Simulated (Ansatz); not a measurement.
Rhombohedral A7 Sb, equilibrium volume per atom

Reference value: 29.68 Å³/atom (measured, copied from a table, unchecked, extrapolated to 0 K and zero-point effects removed; as tabulated in Lejaeghere et al. (2013), arXiv:1204.2733).

Problem. Put these levels in order of the equilibrium volume per atom that they give for rhombohedral A7 Sb, smallest first: LDA (Ansatz, a first-principles code), PBE-D4 (Ansatz), r²SCAN-D4 (Ansatz).

Solution. LDA (29.13 Å³/atom), PBE-D4 (29.71 Å³/atom), r²SCAN-D4 (30.79 Å³/atom)

Errors against the reference: LDA -1.9 %, PBE-D4 +0.1 %, r²SCAN-D4 +3.7 %.

LDA: LDA has no dispersion term either, though it tends to give short spacings of layers, chains or molecules. Cutoffs differ between the levels. Ansatz's density-functional and Hartree–Fock values are scalar-relativistic unless marked +SOC, with PAW data made under PBE.

Differences are worked out from the printed values.
